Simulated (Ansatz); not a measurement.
Results of r²SCAN in Ansatz (PAW) for bcc K.

A relaxed, unreconstructed slab of the (111) face has 12 atoms, two equal faces of 49.552 Å² each and an energy of -18508.8609 eV. A bulk cell of 3 atoms with the same orientation and in-plane k mesh has -4627.4362 eV. Energies are extrapolated to zero smearing.

Numerical settings: plane-wave cutoff 500 eV, 12×12×1 k mesh (along the axes of the cell as run), Fermi–Dirac smearing 0.1 eV, scalar-relativistic PAW data made under PBE.

Worked out: γ = (E_slab − N E_bulk per atom)/2A = [-18508.8609 − 12 × (-4627.4362/3)]/(2 × 49.552) = 0.0089 eV/Å². With 16.022 J/m² per eV/Å² this is 0.14 J/m², or 0.44 eV per surface cell and face.

Ansatz is an electronic-structure program.
